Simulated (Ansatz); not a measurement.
C6H10 can be A, `C1=CCCCC1`, or B, `C1CC1C1CC1`.

Computed with Ansatz on PBE0-D4/def2-TZVP structures; ΔE is electronic, products minus reactants. CCSD(T)/CBS is the MP2 limit (def2-TZVPP, def2-QZVPP) plus CCSD(T) − MP2 in def2-TZVPP, frozen cores. DFT in def2-TZVPP. Each species was taken in one conformer, which may not be the lowest.

(1) Which is lower in electronic energy at CCSD(T)/CBS, and by how much? (An estimate is asked.)

(2) Give E(B) − E(A) in kJ/mol with B2PLYP, CCSD(T)/def2-TZVPP, HF/def2-TZVPP, PBE0-D4, CCSD(T)/def2-SVP, CCSD/def2-TZVPP, MP2/def2-TZVPP. (Best estimate.)

(3) Does the order hold for the free energy at 298.15 K (harmonic terms from PBE0-D4)? (Best estimate.)

Largest T1 diagnostic: 0.010.

Results:

(1) Ansatz gave: A, by 145.8 kJ/mol.

(2) Ansatz gave: B2PLYP 140.0, CCSD(T)/def2-TZVPP 143.5, HF/def2-TZVPP 148.2, PBE0-D4 128.3, CCSD(T)/def2-SVP 144.1, CCSD/def2-TZVPP 142.6, MP2/def2-TZVPP 131.6. None reverses the order clearly.

(3) Ansatz gave: Yes: G(B) − G(A) = +137.3 kJ/mol, for one conformer each.

From BLYP to BHLYP (50 % exact exchange), in def2-TZVPP and without D4, E(B) − E(A) moves by +3.9 kJ/mol. In def2-TZVPP, CCSD(T) changes the Hartree–Fock value by −4.7 kJ/mol (the triples alone add +0.9 kJ/mol) and MP2 by −16.6 kJ/mol.
